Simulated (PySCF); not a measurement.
Scan of H₃Si, doublet: umbrella (inversion) coordinate, bond length relaxed. Scanned: angle between the Si-H bonds and the threefold axis (90 = planar). Other coordinates (Si-H bond length) were minimised at PBE0/def2-TZVP.

UKS-B3LYP/6-31G* = PySCF with unrestricted B3LYP/6-31G*, spherical d; MP2 on UHF/cc-pVTZ, 5 core orbitals frozen (PySCF); UKS-M06-2X/6-31G* = PySCF 2.14.0 with unrestricted M06-2X/6-31G*, spherical d.

Energies in kJ/mol, each method relative to its own lowest point.

| a / ° | UKS-B3LYP/6-31G* | MP2 | UKS-M06-2X/6-31G* |
|---|---|---|---|
| 90 | 22.3 | 24.7 | 25.1 |
| 93 | 20.8 | 22.9 | 23.4 |
| 96 | 16.8 | 18.3 | 18.8 |
| 99 | 11.4 | 12.0 | 12.7 |
| 102 | 5.9 | 5.9 | 6.6 |
| 105 | 1.7 | 1.5 | … |
| 108 | 0.0 | 0.0 | 0.0 |
| 111 | 1.8 | … | 1.5 |
| 114 | 7.7 | … | 7.2 |
| 117 | 18.3 | 20.7 | 17.5 |
| 120 | 34.0 | 37.6 | 32.9 |
| 123 | 55.1 | 60.0 | 53.6 |
| 126 | 81.9 | 88.1 | 79.9 |
| 129 | 114.9 | 122.1 | 112.3 |
| 132 | 154.5 | 162.0 | 151.2 |

Q: Some entries are withheld; supply them.

A: 
- 105, UKS-M06-2X/6-31G*: 2.0
- 111, MP2: 2.3
- 114, MP2: 9.0
